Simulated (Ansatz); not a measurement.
**C4H6O (vinyl ether): from total energies to a heat of formation**

C4H6O: 11 atoms, total charge 0, spin state singlet. As SMILES, `C=COC=C`. Geometry: relaxed at PBE0-D4/def2-TZVP. This is one conformer, not always the lowest.

Total energies at CCSD/6-31G* (spherical functions), 5 core orbitals frozen (Ansatz 0.2.0); the atoms run unrestricted:

| species | state | energy (Eh) |
| --- | --- | --- |
| C4H6O | singlet | -230.476163 |
| C | triplet | -37.750356 |
| O | triplet | -74.893910 |
| H | doublet | -0.498233 |

Harmonic wavenumbers at PBE0-D4/def2-TZVP, in cm⁻¹: 94, 211, 285, 459, 594, 726, 742, 865, 885, 896, 992, 1005, 1019, 1148, 1263, 1326, 1366, 1418, 1436, 1704, 1729, 3168, 3186, 3188, 3215, 3281, 3282.

Measured heats of formation of the gaseous atoms at 298.15 K, in kJ/mol: C 716.9, O 249.2, H 218.0. Spin-orbit lowering of the atoms at 298 K (mean of the ground term's levels less their thermal mean, from spectra), in kJ/mol: C 0.02, O 0.40. Take 1 Eh = 2625.50 kJ/mol, 1 cm⁻¹ = 0.0119627 kJ/mol, RT = 2.479 kJ/mol.

Question: Work out the heat of formation of the gas at 298 K.

Answer: 
1. Electronic atomisation energy: 4 × (-37.750356) + (-74.893910) + 6 × (-0.498233) − (-230.476163) = 1.591431 Eh = 4178.3 kJ/mol.
2. Zero-point energy: half the sum of the wavenumbers, 19741.5 cm⁻¹ = 236.2 kJ/mol.
3. Thermal vibrational enthalpy, Σ hcν̃/(exp(hcν̃/kT) − 1): 7.1 kJ/mol. Translation, rotation and pV of a non-linear molecule: 4 RT = 9.9 kJ/mol.
4. The 11 free atoms carry 5/2 RT each: 68.2 kJ/mol.
5. Spin-orbit coupling lowers the free atoms by 4 × 0.02 + 0.40 = 0.5 kJ/mol.
6. Atomisation enthalpy at 298 K: 4178.3 − 0.5 − 236.2 − 7.1 − 9.9 + 68.2 = 3992.8 kJ/mol.
7. Sum of the atoms' heats of formation: 4424.8 kJ/mol. Heat of formation: 4424.8 − 3992.8 = +432.0 kJ/mol.

The tabulated value is -13.6 kJ/mol (CRC Handbook of Chemistry and Physics), so this level is off by +445.6 kJ/mol, or 10.0 % of the atomisation enthalpy that the table implies (4438.3 kJ/mol). Coupled cluster needs large bases for atomisation: in a finite one the molecule is underbound. CCSD also lacks the triples, which bind further. A double-zeta basis underbinds. Anharmonicity and any spin-orbit splitting of the molecule are left out, and cores are frozen in the wave-function part.
